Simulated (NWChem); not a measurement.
All runs are NWChem calculations. System: BF3, charge 1, spin multiplicity 2, at the geometry of a parent with another charge or spin, in a state set for the comparison that need not be this species' ground state. Its SCF solution wasn't tested for a lower state. Level: UMP2/def2-SVP, 4 core orbitals frozen.

The NWChem input:

```
start mol
memory heap 200 mb stack 900 mb global 1100 mb
charge 1
geometry units angstroms nocenter noautoz
  B      0.000000     0.000000    -0.000000
  F      0.000000     0.000000     1.313698
  F      1.137710     0.000000    -0.656849
  F     -1.137710     0.000000    -0.656849
  symmetry group C2v
end
basis spherical
  * library def2-svp
end
scf
  uhf
  nopen 1
  maxiter 100
  thresh 1e-7
  semidirect memsize 60000000 filesize 0
  # guess.movecs holds the orbitals of an unrestricted PBE0 run
  vectors input guess.movecs output mol.movecs
end
mp2
  freeze core 4
end
task mp2 energy
```

Part of the output:

```
             Northwest Computational Chemistry Package (NWChem) 7.3.0
             --------------------------------------------------------

                                NWChem Input Module
                                -------------------

 Scaling coordinates for geometry "geometry" by  1.889725989
 (inverse scale =  0.529177249)

 Turning off AUTOSYM since
 SYMMETRY directive was detected!

                             Geometry "geometry" -> ""
                             -------------------------

 Output coordinates in angstroms (scale by  1.889725989 to convert to a.u.)

  No.       Tag          Charge          X              Y              Z
 ---- ---------------- ---------- -------------- -------------- --------------
    1 B                    5.0000     0.00000000     0.00000000     0.00000000
    2 F                    9.0000     0.00000000     0.00000000     1.31369800
    3 F                    9.0000     1.13771000     0.00000000    -0.65684900
    4 F                    9.0000    -1.13771000     0.00000000    -0.65684900

 Effective nuclear repulsion energy (a.u.)     110.8927124002

            Nuclear Dipole moment (a.u.)
            ----------------------------
        X                 Y               Z
 ---------------- ---------------- ----------------
     0.0000000000     0.0000000000     0.0000000000

      Symmetry information
      --------------------

 Group name             C2v
 Group number             16
 Group order               4
 No. of unique centers     3

      Symmetry unique atoms

     1    2    3


 Summary of "ao basis" -> "" (spherical)
 ------------------------------------------------------------------------------
       Tag                 Description            Shells   Functions and Types
 ---------------- ------------------------------  ------  ---------------------
 *                          def2-svp                  on all atoms

 Summary of "ao basis" -> "ao basis" (spherical)
 ------------------------------------------------------------------------------
       Tag                 Description            Shells   Functions and Types
[...]
  AO/Fock/Back tols     =   1.0D-09  1.0D-09  1.0D-09

 GA uses MA = F    GA memory limited = T

 Available:
  local mem=  1.26D+08
 global mem=  1.44D+08
 local disk=  0.00D+00
  mp2_memr nvloc                    40
  nvloc new                    40
   1 passes of  12:        3145728                      18637                   2605209.
   1 passes of  12: M    126154619           G      144172928           F     123008891.

 Semi-direct pass number   1 of   1  for UHF alpha       at        1.2s
  vrange nnbf                  1593
  mp2_eaftype                    10  avail_ma_in_mb                  1099
 EAF : mp2_eaftype filesize          10    1302605.
  mp2_eaf for mointskh                     10
Node 0 wrote      6.1 Mb in      0.0 s     Agg I/O rate:   775.8 Mb/s
 Done moints_semi at        1.6s
  mp2_eaftype                    10  avail_ma_in_mb                  1089
 EAF : mp2_eaftype filesize          10    1302605.
  mp2_eaf for kh                    10
 Done maket at        1.7s
 Done multipass loop at        1.7s

 GA uses MA = F    GA memory limited = T

 Available:
  local mem=  1.26D+08
 global mem=  1.44D+08
 local disk=  0.00D+00
  mp2_memr nvloc                    41
  nvloc new                    41
   1 passes of  11:        3145728                      17897                   2448139.
   1 passes of  11: M    126154619           G      144172928           F     123008891.

 Semi-direct pass number   1 of   1  for UHF beta        at        1.7s
  vrange nnbf                  1593
  mp2_eaftype                    10  avail_ma_in_mb                  1099
 EAF : mp2_eaftype filesize          10    1224070.
  mp2_eaf for mointskh                     10
Node 0 wrote      5.7 Mb in      0.0 s     Agg I/O rate:   793.7 Mb/s
 Done moints_semi at        2.1s
  mp2_eaftype                    10  avail_ma_in_mb                  1089
 EAF : mp2_eaftype filesize          10    1224070.
  mp2_eaf for kh                    10
 Done maket at        2.1s
 Done multipass loop at        2.1s

          -------------------------------------------
          SCF energy                -322.340148049635
          Correlation energy          -0.625793726559
          Singlet pairs                0.000000000000
          Triplet pairs                0.000000000000
          Total MP2 energy          -322.965941776194
          -------------------------------------------

          ---------------------------------------------------
                    Spin Component Scaled (SCS) MP2
          Same spin pairs                     -0.178287490660
          Same spin scaling factor             0.333333333333
          Opposite spin pairs                 -0.447506235899
          Opposite spin scaling fact.          1.200000000000
          SCS-MP2 correlation energy          -0.596436646632
          Total SCS-MP2 energy              -322.936584696267
          ---------------------------------------------------

 -----------------------
 Performance information
 -----------------------

 Timer overhead =  1.88D-07 seconds/call

               Nr. of calls         CPU time (s)                 Wall time (s)                GFlops
             ---------------    -------------------     ------------------------------   -------------------
Name         Min   Avg   Max    Min     Avg     Max     Min     Avg     Max   Mx/calls   Min     Max     Sum
mp2: moin     2     2     2   0.78    0.78    0.78     0.78    0.78    0.78    0.39      0.0     0.0     0.0
mp2: make     2     2     2   0.12    0.12    0.12     0.12    0.12    0.12    6.01E-2   0.0     0.0     0.0
mp2: tota     1     1     1   0.94    0.94    0.94     0.94    0.94    0.94    0.94      0.0     0.0     0.0

 The average no. of pstat calls per process was 5.00D+00
 with a timing overhead of 9.42D-07s

 Task  times  cpu:        2.1s     wall:        2.1s

 Total times  cpu:        2.1s     wall:        2.1s
```
